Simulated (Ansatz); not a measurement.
System: hcp Cd. Method: PBEsol-D3(BJ) (Ansatz, a quantum-chemistry and plane-wave program, plane waves, PAW).

Run with plane-wave cutoff 520 eV, 24×24×10 k mesh (along the axes of the cell as run), Fermi–Dirac smearing 0.05 eV, scalar-relativistic PAW data made under PBE.

Computed at the level's own relaxed cell.

**Question.** Estimate the equilibrium volume per atom, bulk modulus, lattice parameter a and c axis length that the calculation returns.

**Answer.** 
- equilibrium volume per atom: 19.79 Å³/atom
- bulk modulus: 59.0 GPa
- lattice parameter a: 2.920 Å
- c axis length: 5.368 Å

The run finds no gap.

Measured, for comparison: bulk modulus 53.8 GPa (zero-point energy and finite temperature contributions removed, our sources range from 50.7 to 53.8; as tabulated in doi:10.1021/acs.jctc.3c00612); lattice constant a 2.979 Å, lattice parameter c 5.617 Å (293 K, not corrected to a static lattice; as tabulated in Wikipedia's data pages). Computed (rounded) less measured: bulk modulus +10 % (+10 % to +16 % over the range), lattice constant a -2.0 %, lattice parameter c -4.4 %. A static lattice is as a rule a little smaller and stiffer than an uncorrected measurement, which narrows the difference in the lattice constant a and would widen misses of the other sign.

Note: the bulk modulus comes from volumes at which shape and atoms were relaxed.

Static lattice: no zero-point or thermal effects.

It cost roughly 6 core-minutes of CPU time.
